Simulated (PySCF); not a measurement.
Results of MP2 in PySCF (GTH pseudopotentials, Gaussian basis) for cubic BN.

The cell has the measured lattice parameters. Conventional cell: a = 3.6160 Å, b = 3.6160 Å, c = 3.6160 Å, α = 90.00°, β = 90.00°, γ = 90.00°.

The correlation energy at a fixed k mesh 2×2×2:

| basis | value (eV/atom) |
|---|---|
| DZ | -3.0796 |
| TZ | -3.8436 |
| QZ | -4.1033 |

Q: Taking the value to converge with the cardinal number X as X^(−3), extrapolate from the last two rows.

A: With y = y∞ + c/w and weights w = 27 and 64 for the last two rows, y∞ = (w2 y2 − w1 y1)/(w2 − w1) = (64 × -4.1033 − 27 × -3.8436)/37 = -4.2928 eV/atom, which lies 0.1895 beyond the last row. Successive pairs of rows give -4.1653, -4.2928. The limit also hangs on the law assumed, so its last digits aren't firm.

The other settings are not extrapolated, so this is the limit in one setting alone.
